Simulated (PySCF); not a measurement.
**Computed properties of BCl3, SMILES ClB(Cl)Cl**

BCl3, SMILES ClB(Cl)Cl. Geometry optimised at PBE0-D3(BJ)/def2-SVP. The isomer is the one that the SMILES or the coordinates give; other isomers of the formula were not compared. The values are those of a single conformer. All values are computed for the isolated molecule unless a solvent is named; none is compared with measurement here.

**Structure.** The optimised structure has D3h symmetry. All 6 harmonic modes at PBE0-D3(BJ)/def2-SVP (PySCF) are real, so it is a minimum. With heavy atoms numbered as in [B:1]([Cl:2])([Cl:3])[Cl:4], the shortest bond between them is B1–Cl2 at 1.742 Å and the longest B1–Cl4 at 1.742 Å.

**Vibrations.** The strongest infrared lines (harmonic, unscaled, degenerate partners summed) lie at 1001 cm⁻¹ (736 km/mol, B 85 %, Cl 15 %), 453 cm⁻¹ (7 km/mol, B 91 %, Cl 9 %), 256 cm⁻¹ (1 km/mol, Cl 95 %). The softest mode is at 256 cm⁻¹ and the zero-point energy is 4.9 kcal/mol.

**Electronic structure.** r2SCAN/def2-TZVPD (PySCF) places the frontier levels at -8.05 and -2.44 eV, a gap of 5.61 eV, and gives a dipole moment of 0.00 D and a mean polarisability of 56.2 bohr³. PBE/def2-TZVPD (PySCF) at the same geometry gives -7.71 and -2.75 eV, so its gap is 0.65 eV narrower. An orbital gap is neither the optical nor the fundamental gap.

**Excitations.** TDA-M06-2X/def2-SVPD (PySCF) has S1 at 5.91 eV (210 nm, f = 0.000, dark); the most intense of the 10 singlets computed lies at 9.08 eV (f = 0.37). Strengths of degenerate partners are summed. T1 (TDA) is at 5.78 eV, 0.13 eV under S1. TDA-PBE/def2-SVPD (PySCF) puts S1 at 5.07 eV. No vertical singlet excitation falls in the visible range (under 3.1 eV).

**NMR.** GIAO shifts at PBE0/pcSseg-2 (PySCF) (non-relativistic, atoms alike by connectivity averaged): ¹¹B at 42.5 ppm against BF3. Without spin–orbit terms, shifts of atoms bonded to Cl or Br come out too high.
